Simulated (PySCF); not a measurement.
## C4H7N2: g tensor and hyperfine couplings

Species: C₄H₇N₂ (doublet state).
Cartesian coordinates in Å at the GFN2-xTB level; atoms count from 1:
```xyz
13
C4H7N2 angstrom
C      2.4437   -0.0065    0.9285
C      1.2049    0.0747    0.5910
C     -0.1176    0.1924    0.2818
N     -1.0084    0.8132    1.0032
C     -0.6183   -0.4503   -1.0121
N     -2.0305   -0.2727   -1.2494
H      3.1805    0.7272    0.6253
H      2.8337   -0.8202    1.5274
H     -0.6331    1.2248    1.8545
H     -0.3997   -1.5231   -0.9782
H     -0.0640   -0.0227   -1.8545
H     -2.5515   -0.6564   -0.4665
H     -2.2441    0.7201   -1.2689
```

The hyperfine couplings belong to this conformer and change with its torsions.

As a line formula: `[H]/N=C(\[C]=C)CN` [radical].

Method: UKS B3LYP, pcH-1 on C H N, non-relativistic, mean-field spin-orbit, GIAO (PySCF). Isolated species at its GFN2-xTB geometry (one conformer only). Couplings are sensitive to structure, and on GFN2-xTB geometries they can be far from those on DFT ones. Stability of the SCF solution: not tested. ⟨S²⟩ is 0.774 where a pure state has 0.75.

```
g1, g2, g3                      : 2.00211, 2.00266, 2.00476
g_iso                           : 2.00318
Form of g                       : rhombic: the two nearest values differ by 21 % of g3 − g1
⟨S²⟩                            : 0.7739 (exact 0.7500)
HOMO–LUMO gap, α and β orbitals : 5.85, 3.52 eV
```

Hyperfine couplings atom by atom, in MHz; T1 to T3 are the principal values of the dipolar part:

```json
{"atom": "C1", "isotope": "13C", "a_iso": "-46.9", "T1": "-11.4", "T2": "3.2", "T3": "8.2", "Mulliken spin population": "-0.13"}
{"atom": "C2", "isotope": "13C", "a_iso": "57.5", "T1": "-62.6", "T2": "-48.4", "T3": "111.0", "Mulliken spin population": "0.72"}
{"atom": "C3", "isotope": "13C", "a_iso": "-45.9", "T1": "-23.1", "T2": "7.9", "T3": "15.2", "Mulliken spin population": "-0.20"}
{"atom": "N4", "isotope": "14N", "a_iso": "17.2", "T1": "-22.9", "T2": "-22.5", "T3": "45.4", "Mulliken spin population": "0.51"}
{"atom": "C5", "isotope": "13C", "a_iso": "3.0", "T1": "-0.5", "T2": "-0.4", "T3": "1.0", "Mulliken spin population": "0.01"}
{"atom": "N6", "isotope": "14N", "a_iso": "-0.1", "T1": "-0.2", "T2": "0.1", "T3": "0.2", "Mulliken spin population": "0.00"}
{"atom": "H7", "isotope": "1H", "a_iso": "137.6", "T1": "-3.8", "T2": "-2.6", "T3": "6.4", "Mulliken spin population": "0.06"}
{"atom": "H8", "isotope": "1H", "a_iso": "137.5", "T1": "-3.8", "T2": "-2.6", "T3": "6.4", "Mulliken spin population": "0.06"}
{"atom": "H9", "isotope": "1H", "a_iso": "-32.0", "T1": "-22.9", "T2": "-7.1", "T3": "30.0", "Mulliken spin population": "-0.02"}
{"atom": "H10", "isotope": "1H", "a_iso": "-7.4", "T1": "-2.6", "T2": "-1.5", "T3": "4.0", "Mulliken spin population": "0.00"}
{"atom": "H11", "isotope": "1H", "a_iso": "-7.4", "T1": "-2.6", "T2": "-1.5", "T3": "4.0", "Mulliken spin population": "0.00"}
{"atom": "H12", "isotope": "1H", "a_iso": "1.6", "T1": "-2.2", "T2": "-1.7", "T3": "3.8", "Mulliken spin population": "0.00"}
{"atom": "H13", "isotope": "1H", "a_iso": "1.6", "T1": "-2.2", "T2": "-1.7", "T3": "3.8", "Mulliken spin population": "0.00"}
```

The Mulliken spin populations are largest on C2 (+0.72), N4 (+0.51), C3 (-0.20) and C1 (-0.13).

Axes: g2 points within 7° of the C2–C3 bond.

Under fast tumbling the dipolar parts average out, and these isotropic splittings remain: 2 × 1H (H7/H8, I = 1/2, 3 lines) with 4.91 mT, 1 × 1H (H9, I = 1/2, 2 lines) with 1.14 mT, 1 × 14N (N4, I = 1, 3 lines) with 0.61 mT, 2 × 1H (H10/H11, I = 1/2, 3 lines) with 0.26 mT and 2 × 1H (H12/H13, I = 1/2, 3 lines) with 0.06 mT.

Class means assume fast exchange of nuclei equivalent by connectivity; if that motion is slow, each nucleus keeps its own coupling.

The 13C coupling of C2 (57.5 MHz) shows only in satellite lines or after enrichment, since that isotope makes up about 1.07 % of natural carbon.
